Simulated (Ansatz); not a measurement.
A made-up structure of Al2NH5, singlet:

```tsv
atom	x (Å)	y (Å)	z (Å)
Al1	0.4520	0.4051	0.0133
N2	-1.1375	1.0540	-0.4768
Al3	0.9081	-1.2595	0.4706
H4	-1.9248	0.4063	-0.5094
H5	-1.2157	2.0442	-0.7087
H6	1.5839	1.4190	0.0450
H7	2.4131	-1.5597	0.8688
H8	-0.2249	-2.3637	0.4544
```

It is relaxed with PBE-D4/def2-SVP and then PBE0-D4/def2-TZVP (Ansatz 0.2.0). Atoms count as bonded within 1.22 times the sum of their covalent radii (H–H: 0.88 Å). The end point is not checked to be a true minimum.

Problem. Does its bonding change? (Judge from chemistry; the calculation decides.)

Solution. The calculation gives: No: no bond forms or breaks.

Where it ends: The first stage lowers the energy by 5.49 eV in 7 steps. It ends as Al₂NH₅ ([NH2][AlH][AlH2]):
```
atom    x (Å)    y (Å)    z (Å)
 Al1   0.5232   0.8175  -0.0599
  N2  -1.1488   1.2015  -0.5109
 Al3   1.0169  -1.6497   0.5781
  H4  -1.9044   0.5355  -0.5334
  H5  -1.4822   2.1138  -0.7813
  H6   1.5317   2.0504  -0.1021
  H7   2.4598  -2.1741   1.0112
  H8  -0.1419  -2.7491   0.5555
```

Labels in which every atom is bracketed show which atoms are joined, not bond orders.

For scale, one of the runs: PBE0-D4/def2-TZVP relaxation, 135 basis functions, launched by `ansatz run in.yaml --threads 2 --pin off --events-out ev --progress --plain --max-ram 4352MiB`. The run took about 11 s on 2 CPU threads of an Arm Neoverse V2 (shared host).
